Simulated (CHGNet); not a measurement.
# Rutile TiO2

Method: the machine-learned potential CHGNet-r²SCAN (trained on r²SCAN data).

Cell: relaxed at this level.

```
Quantity              Result
-------------------  -------
lattice constant a   4.604 Å
lattice parameter c  2.953 Å
```

Measured, for comparison: lattice constant a 4.587 Å, lattice parameter c 2.954 Å (15 K, zero-point motion not removed; as tabulated in Burdett, Hughbanks, Miller, Richardson, Smith, powder neutron diffraction …). Computed (rounded) less measured: lattice constant a +0.4 %, lattice parameter c 0.0 %.

A machine-learned potential is trained on density-functional data: it inherits that level's misses and adds fitting errors of its own.

Note: the model gives imaginary modes for this phase (in the spectrum interpolated from a supercell).
